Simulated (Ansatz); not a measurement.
Consider the substitution at a C–C bond: `Cc1ccc[nH]1` + HCl → `Clc1ccc[nH]1` + CH₄.

Program: Ansatz. Geometries: PBE0-D4/def2-TZVP. ΔE: electronic, gas phase. CBS: MP2 limit from def2 TZ/QZ plus the TZ coupled-cluster correction, frozen cores. This one scheme is used for every species. Functionals use def2-TZVPP. HSE06 is defined as in plane-wave codes.

(1) Is it downhill or uphill in electronic energy at CCSD(T)/CBS, and by how much? (Best estimate.)

(2) What do these levels give: PBE-D4, BLYP-D4, B97M-V, PBE0-D4, BHLYP-D4, CAM-B3LYP-D4, ωB97X-V, BLYP, r2SCANh, HSE06, SCS-MP2/def2-TZVPP, CCSD/CBS(def2)? (Best estimate.)

Largest T1 diagnostic among the species: 0.011.

## Answers

(1) The calculation gave: Uphill: ΔE = +7.2 kcal/mol.

(2) Computed: PBE-D4 5.1, BLYP-D4 4.8, B97M-V 5.8, PBE0-D4 6.3, BHLYP-D4 6.9, CAM-B3LYP-D4 6.5, ωB97X-V 6.3, BLYP 4.6, r2SCANh 5.8, HSE06 6.1, SCS-MP2/def2-TZVPP 6.5, CCSD/CBS(def2) 7.8 kcal/mol.

At CCSD(T), def2-SVP lies +1.3 kcal/mol from the extrapolated value and def2-TZVPP +0.2 kcal/mol. From BLYP to BHLYP (50 % exact exchange), in def2-TZVPP and without D4, ΔE moves by +2.3 kcal/mol. Leaving LDA and LC-ωPBE aside and taking each functional with its dispersion term where it has one, the values spread over 2.0 kcal/mol, from BLYP-D4 to BHLYP-D4. LDA lies +1.3 kcal/mol from PBE without D4.
